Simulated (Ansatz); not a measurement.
I need a rigid scan of one bond angle of C₂H₄FN, SMILES C=NCF. Use the Python package of Ansatz (0.2.0). Use (for the species named): PBE0, 6-31G* basis, multiplicity 1.

```xyz
8

C    -1.1733    0.3302   -0.1390
N    -0.5075   -0.6909   -0.2059
C     0.8805   -0.4467    0.0332
F     1.1466    0.5316    0.9832
H    -2.3063    0.2994   -0.3371
H    -0.8233    1.4002    0.0506
H     1.4561   -0.1384   -0.8635
H     1.4193   -1.3426    0.4226
```

`bend.py`
```python
"""Energy of C2H4FN against one bond angle."""

import ansatz as az
from ase import Atoms

atoms = Atoms(["C", "N", "C", "F", "H", "H", "H", "H"], positions=[
    [-1.1733, 0.3302, -0.139],
    [-0.5075, -0.6909, -0.2059],
    [0.8805, -0.4467, 0.0332],
    [1.1466, 0.5316, 0.9832],
    [-2.3063, 0.2994, -0.3371],
    [-0.8233, 1.4002, 0.0506],
    [1.4561, -0.1384, -0.8635],
    [1.4193, -1.3426, 0.4226],
])

# start the scan from a relaxed geometry
first = (
    az.Crystal.molecule_from_ase(atoms).calculation()
    .basis(gaussian="6-31G*")
    .functional("pbe0")
    .relax(force_tolerance=0.02, max_steps=80)
)
atoms.positions = first.run(threads=1, pin="off").report["positions_ang"]

rows = []
for angle in [90, 100, 110, 120, 135, 150, 165, 179]:
    bent = atoms.copy()
    bent.set_angle(2, 1, 0, angle, indices=[0, 4, 5])
    setup = az.Crystal.molecule_from_ase(bent).calculation().basis(gaussian="6-31G*").correlation("MP2")
    rows.append((angle, setup.run(threads=1, pin="off").report["free_energy_ev"]))
floor = min(e for _, e in rows)
for angle, e in rows:
    print(f"angle C2-N1-C0 = {angle:3d} deg   {1000 * (e - floor):9.1f} meV")
```

```console
$ python bend.py
angle C2-N1-C0 =  90 deg      3134.2 meV
angle C2-N1-C0 = 100 deg       887.2 meV
angle C2-N1-C0 = 110 deg       140.0 meV
angle C2-N1-C0 = 120 deg         0.0 meV
angle C2-N1-C0 = 135 deg       242.8 meV
angle C2-N1-C0 = 150 deg       667.0 meV
angle C2-N1-C0 = 165 deg      1052.8 meV
angle C2-N1-C0 = 179 deg      1248.3 meV
```

Notes:
- These settings explore the input space; basis and method may be short of convergence.
- The scan is rigid, and the energies are electronic, in a modest basis. The zero is the lowest point of the grid, which needn't be the minimum.
- The start is relaxed with a density functional and scanned with the wavefunction method, so it isn't exactly that method's minimum.
- Wall time of the script: 22 s on 1 thread of Arm Neoverse V2, with other jobs on the host, peak memory 0.21 GiB.
